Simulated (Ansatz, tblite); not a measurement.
# The cluster BaO₂−: one state, many levels

Aim: run the doublet of the cluster BaO₂− at one geometry on many levels, and compare frontier levels, spin and run time.

Program: Ansatz 0.2.0, Gaussian basis. Level of theory: as each input shows. These are calculated values, not measurements.

The runs, in order: GFN1-xTB, GFN2-xTB, PBE-D4/def2-TZVPD, r2SCAN-D4/def2-TZVPD, revPBE-D4/def2-TZVPD, PBE-QIDH/def2-TZVPD, B2PLYP/def2-TZVPD, BLYP-D4/def2-TZVPD, CAM-B3LYP-D4/def2-TZVPD, PBE-D4/def2-SVPD, PBE0-D4/def2-SVPD, CCSD(T)/def2-TZVPPD, MP2/def2-TZVPD, RPA/def2-TZVPD.

## (1) The relaxed structure

The geometry is that of the doublet, from an earlier relaxation (r2SCAN-D4/def2-TZVPD). At that level it is the lowest of the isomers that a small search found.

3 atoms, charge -1, spin multiplicity 2.

Bond lengths: Ba1–O2 2.184 Å, Ba1–O3 2.184 Å. Angles: O2–Ba1–O3 160.5°.

Ba takes a core potential in the def2 sets. No spin-orbit coupling is included. The ion is computed in the gas phase, without counter-ions or solvent.

PBE0-D4/def2-TZVPD was run before; its log isn't repeated, and its numbers join the tables.

## (2) GFN1-xTB

Tight binding, by tblite at 300 K electronic temperature and without a spin-polarisation term:

```python
tblite.interface.Calculator('GFN1-xTB', numbers, positions, charge=-1, uhf=1).singlepoint()
```

Energy -272.7689 eV; 0.002 s.

## (3) GFN2-xTB

Tight binding, by tblite at 300 K electronic temperature and without a spin-polarisation term:

```python
tblite.interface.Calculator('GFN2-xTB', numbers, positions, charge=-1, uhf=1).singlepoint()
```

Energy -235.0873 eV; 0.003 s.

## (4) PBE-D4/def2-TZVPD

start.molden holds the orbitals of an earlier run on this state, given as this run's starting guess.

File in.yaml:

```yaml
crystal:
  periodic: [false, false, false]
  atoms:
    - {symbol: Ba, position_ang: [-0.143406, 0.199895, 0.003415]}
    - {symbol: O, position_ang: [-1.676104, -1.354552, 0.073727]}
    - {symbol: O, position_ang: [1.819510, 1.154648, -0.077142]}
basis:
  gaussian: {orbitals: def2-TZVPD, initial_orbitals: start.molden}
total_charge: -1
magnetization: {spin_polarized: true, initial_magnetization: 1}
hamiltonian: {xc: pbe, dispersion: d4}
scf: {omitted_lower_state_checks: [starts]}
output: {forces: true, orbitals: {seedname: orbitals}}
```

Launch:

```bash
> ansatz run in.yaml --threads 4 --pin off --events-out ev --progress --plain --max-ram 3916MiB
```

Further steps of the session: r2SCAN-D4/def2-TZVPD; revPBE-D4/def2-TZVPD; PBE-QIDH/def2-TZVPD; B2PLYP/def2-TZVPD; BLYP-D4/def2-TZVPD; CAM-B3LYP-D4/def2-TZVPD; PBE-D4/def2-SVPD; PBE0-D4/def2-SVPD; CCSD(T)/def2-TZVPPD; MP2/def2-TZVPD; RPA/def2-TZVPD.

Before running them: what should the planned runs give, taken together? Wanted: gap in def2-TZVPD, named functionals, smallest and largest; correlation energy, CCSD(T)/def2-TZVPPD; correlation energy, MP2/def2-TZVPD; ⟨S²⟩ in def2-TZVPD, named functionals, smallest and largest; PBE0 total energy, smallest basis above largest.

**Answer**, as computed:

| quantity | value |
| --- | --- |
| gap in def2-TZVPD, named functionals, smallest and largest | 1.22 eV (BLYP-D4), 3.90 eV (CAM-B3LYP-D4) |
| correlation energy, CCSD(T)/def2-TZVPPD | -17.05 eV |
| correlation energy, MP2/def2-TZVPD | -15.68 eV |
| ⟨S²⟩ in def2-TZVPD, named functionals, smallest and largest | 0.758, 0.784 |
| PBE0 total energy, smallest basis above largest | 5.36 eV (def2-SVPD, def2-TZVPD) |

Orbital gaps of the named functionals in def2-TZVPD span 1.22 eV (BLYP-D4) to 3.90 eV (CAM-B3LYP-D4); exact exchange widens it. Over the named functionals in def2-TZVPD spin contamination reaches 0.03 (CAM-B3LYP-D4), which is small. PBE-D4, revPBE-D4, BLYP-D4, r2SCAN-D4 put the HOMO above zero: the outermost electron is held by the basis alone. Notes on CCSD(T)/def2-TZVPPD: large T1 diagnostic, spin contamination, state flagged by the program.
